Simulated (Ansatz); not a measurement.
Correlation energies of CNO, SMILES `[N]=C=O` radical by basis set

Z-matrix (Å, degrees):
```
C
N 1 1.222
O 1 1.171 2 180.0
```

The species carries charge 0 and has multiplicity 2. Geometry: relaxed with PBE0-D4/def2-TZVP. Frozen core, unrestricted reference, Ansatz. CBS rows extrapolate triple and quadruple zeta.

| basis | HF (Eh) | MP2 corr. | CCSD corr. | (T) | CCSD(T) total |
| --- | --- | --- | --- | --- | --- |
| def2-SVP | -166.99246 | -0.41614 | -0.43525 | -0.01674 | -167.44445 |
| def2-TZVPP | -167.19831 | -0.51778 | -0.53171 | -0.02597 | -167.75599 |
| def2-QZVPP | -167.20519 | -0.55692 | -0.56529 | -0.02879 | -167.79927 |
| CBS(def2) | -167.20614 | -0.58591 | -0.59017 | -0.03089 | -167.82720 |
| cc-pV(D+d)Z | -167.14468 | -0.41576 | -0.43497 | -0.01669 | -167.59634 |
| cc-pV(T+d)Z | -167.19095 | -0.52012 | -0.53331 | -0.02626 | -167.75052 |
| cc-pV(Q+d)Z | -167.20305 | -0.55876 | -0.56697 | -0.02882 | -167.79884 |
| CBS(cc) | -167.20670 | -0.58627 | -0.59094 | -0.03065 | -167.82829 |
